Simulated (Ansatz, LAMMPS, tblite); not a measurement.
**Rock-salt LiF, elastic constant C12**

Reference value: 42.4 GPa (measured, 0 K, zero-point motion not removed; as tabulated in Harker's crystal data pages).

| level (code) | value (GPa) | cell (Å³/atom) |
|---|---|---|
| ionic model catlow1977 (shell model, LAMMPS) | 69.3 | 7.50 |
| GFN1-xTB (tblite) | 39.9 | 8.91 |
| LDA (Ansatz) | 51.0 | 7.47 |
| PBE (Ansatz) | 46.5 | 8.42 |
| HSE06 (Ansatz) | (withheld) | 8.06 |

Question: Fill in the missing entries.

Answer: 
- HSE06 (Ansatz, an electronic-structure program), value (GPa): 49.6

Differences against the reference: ionic model catlow1977 +63 %, GFN1-xTB -5.9 %, LDA +20 %, PBE +9.7 %, HSE06 +17.0 %.

The levels aren't ranked against this reference (one secondary page as the only source).

The measured value isn't corrected to a static lattice, so vibrations enter the comparison.  GFN1-xTB: the method was fitted mainly to molecules. GFN1-xTB: the run uses a supercell at the zone centre in place of a k mesh. Each level is taken at its own relaxed cell. Ansatz's density-functional and Hartree–Fock values are scalar-relativistic unless marked +SOC, with PAW data made under PBE.

Empirical potentials (ionic model catlow1977) are fitted to chosen data: where that held the value shown, agreement is built in, and what lay outside the fit can be far off.

Differences are worked out from the printed values.
